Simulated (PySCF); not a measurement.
CH2Cl2.
Bonds: Cl1–C2, C2–Cl3. Hydrogens: H4, H5 on C2.

The closed-shell ground state was solved at several levels (PySCF, density fitting, gas phase, non-relativistic). Geometry: PBE0-D3(BJ)/def2-SVP; no solvent, vibrations or thermal averaging.

| level | basis functions | HOMO (eV) | LUMO (eV) | gap (eV) | dipole (D) |
| --- | --- | --- | --- | --- | --- |
| B3LYP/cc-pVTZ | 126 | -8.43 | -0.40 | 8.03 | 1.65 |
| PBE0/def2-TZVPD | 147 | -8.73 | -0.46 | 8.27 | 1.63 |
| PBE0/aug-cc-pVDZ | 95 | -8.75 | -0.47 | 8.28 | 1.68 |
| B3LYP/6-31G* | 54 | -8.37 | -0.20 | 8.17 | 1.80 |
| PBE0/6-31G* | 54 | -8.68 | 0.02 | 8.70 | 1.83 |
| PBE0/def2-SVP | 60 | -8.46 | 0.58 | 9.04 | 1.69 |
| PBE0/cc-pVTZ | 126 | -8.68 | -0.10 | 8.58 | 1.67 |
| PBE0/IGLO-III | 143 | -8.58 | -0.10 | 8.48 | 1.53 |

(1) What might B3LYP/def2-SVPD (90 basis functions) give for the same quantities?

(2) Over all these levels, which gives the widest orbital gap and which the narrowest?

(3) How much does the basis alone move the frontier levels among the 6 PBE0 rows?

(4) How far do the dipole and the HOMO energy spread over the levels?

## Answers

(1) HOMO -8.56 eV, LUMO -0.62 eV, gap 7.94 eV, dipole 1.65 D.

(2) PBE0/def2-SVP (global hybrid, 25 % exact exchange) has the widest, 9.04 eV, and B3LYP/def2-SVPD (global hybrid, 20 % exact exchange) the narrowest, 7.94 eV. Functional and basis both differ between the two, so the spread mixes both effects.

(3) The HOMO by 0.29 eV and the LUMO by 1.05 eV. By rising basis size (HOMO, LUMO in eV): 6-31G* -8.68, 0.02; def2-SVP -8.46, 0.58; aug-cc-pVDZ -8.75, -0.47; cc-pVTZ -8.68, -0.10; IGLO-III -8.58, -0.10; def2-TZVPD -8.73, -0.46.

(4) The dipole runs from 1.53 to 1.83 D (mean 1.68 D) and the HOMO from -8.75 to -8.37 eV.
